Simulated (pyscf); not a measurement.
Structures and frequencies: ωB97X-D3(BJ)/def2-SVP in PySCF.

Task: H₂Ga–AsH₂ + SiH₄ -> H₃Si–AsH–GaH₂ + H₂
Surface: singlet. Broken: As–H, H–Si. Formed: As–Si, H–H. Give ΔE‡ and ΔE from HF/def2-TZVP, relative to the separated reactants.

Result: ΔE‡ = 3.78 eV, ΔE = +0.34 eV. ωB97M-D3(BJ)/def2-TZVP gives 2.61 eV and -0.13 eV. Zero-point energy shifts the barrier by -0.03 eV. It is a four-centre exchange, with an imaginary mode of 1533i cm⁻¹. On the reactant side the descent ends in a complex (not fully relaxed), 0.28 eV under the separated species and 2.76 eV under the saddle at ωB97X-D3(BJ)/def2-TZVP. At ωB97X-D3(BJ) the barrier from the zero used here is 2.48 eV. H₃Si–AsH–GaH₂ is closed by a dative Ga–Si contact. One saddle was located; it need not be the lowest between these sides. Elements up to Kr have no core potential and no relativistic terms here.
